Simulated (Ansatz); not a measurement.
# SiP+ (quintet): the correlation ladder, 6-31G

Aim: climb from Hartree-Fock through coupled cluster and multireference methods for SiP+ (quintet) at one geometry and basis, and see what each rung misses.

Program: Ansatz 0.2.0, Gaussian basis. Level of theory: 6-31G, core rule «outside noble gas», up to 10 orbitals frozen. These are calculated values, not measurements.

To be run: UHF; CCSD(T) on ROHF; CCSD(T) on UHF; BCCD(T) on ROHF; CISD; CCSDT(Q) on ROHF; CCSDT(Q) on UHF; CISDTQ; CCSDTQ on ROHF; CCSDTQ on UHF; CASSCF and MRCISD+Q, 8 electrons in 8 orbitals; CASSCF and NEVPT2, 8 electrons in 8 orbitals; Full CI.

16 further runs of the same task are left out: 5 that didn't finish, 11 set aside as unsound or not needed.

### Step 1. The system

The geometry is a PBE0/def2-TZVP stationary point (not a proven minimum) of the parent state, kept for this charge and spin.

2 atoms, charge 1, spin multiplicity 5.

Atoms are counted from 1 here; the program's logs count them from 0.

Bond lengths: Si1–P2 2.343 Å.

### Step 2. UHF

File in.yaml:

```yaml
crystal:
  periodic: [false, false, false]
  atoms:
    - {symbol: Si, position_ang: [0.000000, 0.000000, 0.000000]}
    - {symbol: P, position_ang: [0.000000, 0.000000, 2.343000]}
basis:
  gaussian: {orbitals: 6-31G}
total_charge: 1
magnetization: {spin_polarized: true, initial_magnetization: 4}
hamiltonian: {xc: hf}
output: {orbitals: {seedname: orbitals}}
```

The run is started by

```console
$ ansatz run in.yaml --threads 1 --pin off --events-out ev --progress --plain --max-ram 2393MiB
```

The runs that follow: CCSD(T) on ROHF; CCSD(T) on UHF; BCCD(T) on ROHF; CISD; CCSDT(Q) on ROHF; CCSDT(Q) on UHF; CISDTQ; CCSDTQ on ROHF; CCSDTQ on UHF; CASSCF and MRCISD+Q, 8 electrons in 8 orbitals; CASSCF and NEVPT2, 8 electrons in 8 orbitals; Full CI.

Q: Predict the results of all the runs planned. Wanted: FCI below the RHF energy; RMP2 from FCI; UMP2 from FCI; RCCSD from FCI; RCCSD(T) from FCI; UCCSD(T) from FCI; RCCSDT(Q) from FCI; UCCSDT(Q) from FCI; NEVPT2 valence from FCI.

**Answer**, as computed:

| quantity | value |
| --- | --- |
| FCI below the RHF energy | -1.7198 eV |
| RMP2 from FCI | +596.0 meV |
| UMP2 from FCI | +593.4 meV |
| RCCSD from FCI | +47.0 meV |
| RCCSD(T) from FCI | +15.8 meV |
| UCCSD(T) from FCI | +14.2 meV |
| RCCSDT(Q) from FCI | +0.5 meV |
| UCCSDT(Q) from FCI | 0.0 meV |
| NEVPT2 valence from FCI | +185.6 meV |
| MRCISD+Q valence from FCI | +1.9 meV |
| levels within 1 kcal/mol (43 meV) | RCCSD(T), UCCSD(T), BCCD(T), RCCSDT, UCCSDT, CISDTQ, RCCSDT(Q), UCCSDT(Q), RCCSDTQ, UCCSDTQ, MRCISD valence, MRCISD+Q valence |
| T1 diagnostic | 0.036 |
| effectively unpaired electrons | 4.04 |

What this shows: RCCSD(T) lands +15.8 meV from the yardstick (0.9 % of the correlation energy). One determinant dominates. Of the multireference levels listed MRCISD+Q valence comes nearest in total energy (+1.9 meV), which doesn't show that its space is the better one. These misses are within one basis, not against nature; the frozen cores of restricted and unrestricted runs differ, which can shift their rows.
